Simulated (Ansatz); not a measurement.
Ansatz (a first-principles code) input (HF/6-31G*):

Ansatz 0.2 input:
```yaml
crystal:
  periodic: [false, false, false]
  atoms:
    - {symbol: Cl, position_ang: [-0.00000000, -0.00000000, -0.07362004]}
    - {symbol: H, position_ang: [0.00000000, 0.00000000, 1.25154065]}
basis:
  gaussian:
    orbitals: 6-31G*
hamiltonian:
  xc: {name: HF}
total_charge: 1
magnetization: {spin_polarized: true, initial_magnetization: 1}
relax: {f_tol: 0.003, max_steps: 120}
```

**Question.** Predict the final energy.

**Answer.** -459.63397 Eh.
